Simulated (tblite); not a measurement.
C₆H₈.
Atom-mapped SMILES: `[CH2:1]=[C:2]1[CH2:3][CH2:4][C:5]1=[CH2:6]` (hydrogens: H7, H8 on C1; H9, H10 on C3; H11, H12 on C4; H13, H14 on C6)

Computed with GFN2-xTB (tblite), gas phase: Langevin dynamics at 600 K from the optimised GFN2-xTB geometry, time step 0.5 fs, friction 0.01 fs⁻¹, 2000 steps.

Start geometry:
```
atom  x, y, z in Å
C1      1.962   -0.374   -0.446
C2      0.699   -0.330   -0.056
C3     -0.188   -1.267    0.730
C4     -1.338   -0.249    0.567
C5     -0.391    0.635   -0.209
C6     -0.511    1.817   -0.793
H7      2.598   -1.211   -0.210
H8      2.404    0.426   -1.016
H9     -0.358   -2.230    0.251
H10     0.134   -1.436    1.756
H11    -2.189   -0.609   -0.009
H12    -1.700    0.187    1.497
H13     0.315    2.277   -1.307
H14    -1.439    2.364   -0.778
```

The statistics below take the 31 frames saved every 25 fs from 250 to 1000 fs; their kinetic temperature (all 3N coordinates) averages 570 K.

**Question.** How do the bond lengths spread?

**Answer.** 
```json
{"bond": "C1=C2", "start (Å)": "1.323", "mean (Å)": "1.324", "standard deviation (Å)": "0.025", "shortest (Å)": "1.285", "longest (Å)": "1.389"}
{"bond": "C2–C3", "start (Å)": "1.510", "mean (Å)": "1.522", "standard deviation (Å)": "0.046", "shortest (Å)": "1.440", "longest (Å)": "1.639"}
{"bond": "C3–C4", "start (Å)": "1.544", "mean (Å)": "1.556", "standard deviation (Å)": "0.035", "shortest (Å)": "1.483", "longest (Å)": "1.619"}
{"bond": "C4–C5", "start (Å)": "1.510", "mean (Å)": "1.525", "standard deviation (Å)": "0.045", "shortest (Å)": "1.416", "longest (Å)": "1.603"}
{"bond": "C5=C6", "start (Å)": "1.323", "mean (Å)": "1.330", "standard deviation (Å)": "0.042", "shortest (Å)": "1.238", "longest (Å)": "1.404"}
{"bond": "C2–C5", "start (Å)": "1.464", "mean (Å)": "1.471", "standard deviation (Å)": "0.030", "shortest (Å)": "1.413", "longest (Å)": "1.542"}
{"bond": "C1–H7", "start (Å)": "1.077", "mean (Å)": "1.088", "standard deviation (Å)": "0.036", "shortest (Å)": "0.984", "longest (Å)": "1.165"}
{"bond": "C1–H8", "start (Å)": "1.077", "mean (Å)": "1.084", "standard deviation (Å)": "0.052", "shortest (Å)": "0.971", "longest (Å)": "1.232"}
{"bond": "C3–H9", "start (Å)": "1.089", "mean (Å)": "1.096", "standard deviation (Å)": "0.040", "shortest (Å)": "1.015", "longest (Å)": "1.199"}
{"bond": "C3–H10", "start (Å)": "1.089", "mean (Å)": "1.098", "standard deviation (Å)": "0.050", "shortest (Å)": "1.014", "longest (Å)": "1.213"}
{"bond": "C4–H11", "start (Å)": "1.089", "mean (Å)": "1.102", "standard deviation (Å)": "0.050", "shortest (Å)": "1.010", "longest (Å)": "1.200"}
{"bond": "C4–H12", "start (Å)": "1.089", "mean (Å)": "1.096", "standard deviation (Å)": "0.035", "shortest (Å)": "1.032", "longest (Å)": "1.166"}
{"bond": "C6–H13", "start (Å)": "1.077", "mean (Å)": "1.086", "standard deviation (Å)": "0.049", "shortest (Å)": "1.001", "longest (Å)": "1.168"}
{"bond": "C6–H14", "start (Å)": "1.078", "mean (Å)": "1.087", "standard deviation (Å)": "0.032", "shortest (Å)": "1.002", "longest (Å)": "1.147"}
```

**Question.** How far does each atom move about its mean position (frames aligned on the start, all atoms weighted alike), and what rms force does it feel?

**Answer.** 
```
atom  rms displacement (Å)  rms force (eV/Å)
  C1                  0.14              2.85
  C2                  0.14              1.99
  C3                  0.11              2.89
  C4                  0.12              2.41
  C5                  0.14              3.15
  C6                  0.15              3.59
  H7                  0.25              1.31
  H8                  0.30              1.81
  H9                  0.26              1.38
 H10                  0.27              1.57
 H11                  0.27              1.73
 H12                  0.27              1.29
 H13                  0.29              1.76
 H14                  0.29              1.29
```

The displacements run from 0.11 to 0.30 Å.

The run is classical and short, so these are rough statistics of one trajectory.

The cost below is that of the whole dynamics run. Rough CPU time on one thread of a shared machine: about 25 s.
